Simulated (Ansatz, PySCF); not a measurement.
This Ansatz (a program for electronic structure) input computes a BLYP/def2-TZVPD energy:

Ansatz 0.2 input:
```yaml
crystal:
  periodic: [false, false, false]
  atoms:
    - {symbol: C, position_ang: [0.02626120, 0.80023624, -0.00162620]}
    - {symbol: N, position_ang: [-0.02330573, -0.71017665, 0.00144319]}
    - {symbol: H, position_ang: [-0.99358514, 1.17371220, -0.00278660]}
    - {symbol: H, position_ang: [-0.51214923, -1.06595556, 0.82736530]}
    - {symbol: H, position_ang: [-0.51150715, -1.06933122, -0.82339698]}
    - {symbol: H, position_ang: [0.55255591, 1.12478962, 0.89126304]}
    - {symbol: H, position_ang: [0.55325085, 1.12113599, -0.89542565]}
    - {symbol: H, position_ang: [0.91700769, -1.11453191, 0.00263580]}
basis:
  gaussian:
    orbitals: def2-TZVPD
hamiltonian:
  xc: {name: BLYP}
total_charge: 1
output: {forces: true}
```

Q: Write an input for the same energy in PySCF and say what it gives.

A: 
```python
from pyscf import gto, scf, dft

mol = gto.M(
    atom='''
    C     0.02626120    0.80023624   -0.00162620
    N    -0.02330573   -0.71017665    0.00144319
    H    -0.99358514    1.17371220   -0.00278660
    H    -0.51214923   -1.06595556    0.82736530
    H    -0.51150715   -1.06933122   -0.82339698
    H     0.55255591    1.12478962    0.89126304
    H     0.55325085    1.12113599   -0.89542565
    H     0.91700769   -1.11453191    0.00263580
    ''',
    basis='def2-tzvpd',
    charge=1,
    spin=0,
    verbose=4,
)

mf = dft.RKS(mol, xc='blyp').density_fit(auxbasis='def2-universal-jkfit')
mf.grids.level = 3
mf.conv_tol = 1e-9
mf.max_cycle = 100
mf.max_memory = 1500
mf.kernel()
if not mf.converged:
    mf = mf.newton()
    mf.kernel(mf.make_rdm1())
mf.analyze()
```
It gives -96.20124 Eh, and Ansatz -96.20112 Eh, a difference of 0.12 mEh, from the treatment of integrals and grids.

It need not be the lowest isomer of its formula.
